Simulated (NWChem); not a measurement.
Species: C$_{3}$H$_{7}$ cation

```xyz
10

C      1.2837     0.0140     0.1933
C      0.0000     0.0000    -0.4533
C     -1.2837    -0.0140     0.1933
H      2.0331    -0.6180    -0.3385
H      1.2815    -0.1110     1.2911
H      1.6783     1.0449    -0.0592
H      0.0000     0.0000    -1.5646
H     -1.6783    -1.0449    -0.0592
H     -2.0331     0.6180    -0.3385
H     -1.2815     0.1110     1.2911
```
Atoms are numbered in this order, from 1.

All runs: NWChem. Pople sets run with spherical d functions. STO-3G and 3-21G are far too small for this property and stand as cheap habits. Geometry: optimised at PBE-D3(BJ)/def2-SVP. B3LYP is NWChem's, with the RPA form of VWN correlation. Field at 589 nm.

Problem. Order these by “anisotropy (bohr³)”, lowest first: B3LYP/aug-cc-pVDZ; B3LYP/6-31G*; B3LYP/STO-3G; B3LYP/def2-SVP.

Solution. B3LYP/STO-3G (18.5), B3LYP/aug-cc-pVDZ (19.8), B3LYP/6-31G* (20.5), B3LYP/def2-SVP (21.3)
